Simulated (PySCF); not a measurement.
## Telling isomers of C5H7F apart by NMR

PySCF 2.14 calculation with shielding tensors at PBE0/pcSseg-1 (GIAO), structure optimised with GFN2-xTB and couplings computed with B3LYP/pcJ-1 (spin–dipole term left out of most H,H and C,H couplings); equivalent nuclei averaged, isolated molecule, no relativistic terms, single conformer.

Shifts are taken against calculated references (same method and geometry level): 1H (31.72 ppm), 13C (186.93 ppm) against TMS. Multiplet labels drop J under 1 Hz and among equivalent protons, and merge close values. Unscaled 3J(H,H) run several per cent high. Splittings of carbon signals by F and P are missing where no couplings were computed. Where no couplings were computed, multiplicities follow the n + 1 count of equivalent neighbours, and m marks all less simple cases (inequivalent or close neighbours, rings, F or P nearby). One-bond C–F couplings are unscaled and too large by tens of Hz. Shifts are as computed. Against solution values, carbons near 30 ppm lie about +3 ppm off and those near 130 ppm about +5 ppm. Of 1211 compounds with measured shifts, 218 miss one by over three times the rms of a fit or turn the order of signals round; such compounds aren't used in these exercises.

(1) Tabulate the signals of `C=CC(=C)CF`, `C[C@H]1C=C(F)C1` and their relative energies.

(2) What is the quickest way to tell C=CC(=C)CF from C[C@H]1C=C(F)C1?

Answers

(1) 
| SMILES | carbon types | δC | δH | E rel. (kcal/mol) |
| --- | --- | --- | --- | --- |
| C=CC(=C)CF | 1×C 1×CH 3×CH2 | 149.5, 144.5, 123.1, 117.8, 85.7 | 6.68 (m, 1H), 5.86 (dtd, 1H), 5.58 (dt, 1H), 5.48 (dtd, 2H), 5.33 (dd, 1H), 5.12 (d, 1H) | 0.0 |
| C[C@H]1C=C(F)C1 | 1×C 2×CH 1×CH2 1×CH3 | 163.2, 117.2, 43.1, 28.0, 22.0 | 4.95 (m, 1H), 3.03 (m, 1H), 2.39 (m, 1H), 2.25 (m, 1H), 1.18 (d, 3H) | 1.1 |

Energies are electronic energies at PBE0/pcSseg-1 on these geometries, without zero-point or thermal terms, each for the one conformer computed, which needn't be the lowest.

(2) Both give the same number of carbon signals, but DEPT or the intensities differ. The first has a terminal =CH2 carbon at 123.1 ppm, the second an allylic sp3 CH at 28.0 ppm. Their most deshielded carbons lie at 149.5 and 163.2 ppm. In the proton spectra the most deshielded non-exchanging signals are 6.68 (m, 1H) and 4.95 (m, 1H).
